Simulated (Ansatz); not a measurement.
We consider chalcopyrite CuGaSe2, described by r²SCAN+rVV10 (Ansatz, an electronic-structure program, plane waves, PAW).

Settings: plane-wave cutoff 560 eV, 8×8×8 k mesh, Fermi–Dirac smearing 0.01 eV, no spin polarisation, scalar-relativistic PAW data made under PBE.

Shape and atoms are relaxed at each volume.

The direct gap at Γ against volume; x = 100 ln(V/21.522 Å³). One gap is withheld.

```
V (Å³/atom)      x  gap (eV)
-----------  -----  --------
20.661       -4.08         ?
21.091       -2.02     0.694
21.522        0.00     0.599
21.952        1.98     0.509
22.383        3.92     0.424
```

Q: Fit a straight line to the rows shown, give the volume deformation potential and predict the withheld gap.

A: Means of the 4 rows: x̄ = 0.970, ȳ = 0.5565 eV. Σ(x − x̄)(y − ȳ) = -0.8912 and Σ(x − x̄)² = 19.604, so the slope is -0.0455 eV per unit of x, and dE_g/d ln V = -4.5 eV. At x = -4.08: 0.5565 + (-0.0455) × (-4.08 − (0.970)) = 0.786 eV. The run gives 0.794 eV, 0.008 eV above the line, as the curve bends the same way over all rows.

Measured, for comparison: band gap 1.67 eV (temperature not stated, not corrected to a static lattice, direct or pseudo-direct at Γ; as tabulated in Ghosh et al. (2024), arXiv:2401.16805).

Spin–orbit coupling is not included.

Note: the bulk modulus comes from volumes at which shape and atoms were relaxed.
